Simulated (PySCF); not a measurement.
B3LYP has the VWN-RPA correlation part, as in Gaussian. 

## HO, SMILES `[OH]` (charge 0, multiplicity 2)

These are B3LYP-D3(BJ)/def2-TZVP (PySCF) values and carry that method's errors.

```yaml
highest_occupied_spin_orbital: -8.84 eV
dipole_moment: 1.77 D
total_energy: -75.7684 Ha
cost: roughly 7 core-seconds
```

Bonds (Å): O1–H2 0.977.
Charge 0, spin multiplicity 2.
